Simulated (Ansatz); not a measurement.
# CHClSi (quintet): wave-function methods side by side, cc-pVDZ

An exercise on one series of results from a longer session: the logs are not shown, and one member is left open.

The runs use Ansatz 0.2.0, Gaussian basis; cc-pVDZ, core rule «outside noble gas», up to 11 orbitals frozen.

The runs, in order: UHF; CCSD(T) on ROHF; CCSD(T) on UHF; BCCD(T) on ROHF; CISD; CCSDT(Q) on ROHF; CCSDT(Q) on UHF; CASSCF and NEVPT2, 16 electrons in 13 orbitals.

6 further runs of the same task are left out: 6 set aside as unsound or not needed.

**The geometry**

The geometry is a PBE0/def2-TZVP stationary point (not a proven minimum) of the parent state, kept for this charge and spin.

4 atoms, charge 0, spin multiplicity 5.

Atoms are counted from 1 here; the program's logs count them from 0.

Bond lengths: C1–Si2 1.812 Å, Si2–Cl3 2.036 Å, Si2–H4 1.488 Å. Angles: C1–Si2–Cl3 127.6°, C1–Si2–H4 126.8°, Cl3–Si2–H4 105.6°.

The first run:

File in.yaml:

```yaml
crystal:
  periodic: [false, false, false]
  atoms:
    - {symbol: C, position_ang: [0.000000, -0.661351, 2.137401]}
    - {symbol: Si, position_ang: [0.000000, 0.410202, 0.676792]}
    - {symbol: Cl, position_ang: [0.000000, -0.154873, -1.279129]}
    - {symbol: H, position_ang: [0.000000, 1.898181, 0.663966]}
basis:
  gaussian: {orbitals: cc-pVDZ}
magnetization: {spin_polarized: true, initial_magnetization: 4}
hamiltonian: {xc: hf}
output: {orbitals: {seedname: orbitals}}
```

Launch:

```console
$ ansatz run in.yaml --threads 1 --pin off --events-out ev --progress --plain --max-ram 4096MiB --backend cpu
```

Among the steps run: UHF; CCSD(T) on ROHF; CCSD(T) on UHF; BCCD(T) on ROHF; CISD; CCSDT(Q) on ROHF; CCSDT(Q) on UHF; CASSCF and NEVPT2, 16 electrons in 13 orbitals.

One table of the session follows, with a row left open; its other results are not shown here.

It belongs to the step «Misses and costs». 

```
        method  from UCCSDT(Q) (meV)
          ROHF               +8675.1
           UHF               +8548.8
          RMP2               +1340.9
          UMP2               +1357.6
          CISD               +1063.6
         RCCSD                +263.1
         UCCSD                +260.8
      RCCSD(T)                 +51.4
      UCCSD(T)                 +50.9
       BCCD(T)                 +50.2
        RCCSDT                 +18.0
        UCCSDT                     ?
     RCCSDT(Q)                  +2.0
     UCCSDT(Q)                     0
CASSCF valence               +7268.2
NEVPT2 valence               +1607.0
```

Estimate the missing values for UCCSDT.

The run gave: from UCCSDT(Q) (meV): +16.8. In the column «from UCCSDT(Q) (meV)» it lies between RCCSDT(Q) (+2.0) and RCCSDT (+18.0).

To keep in mind: Restricted and unrestricted rows rest on different reference determinants; where their highest levels disagree by more than a few hundredths of an eV, they describe different states and don't form one ladder.
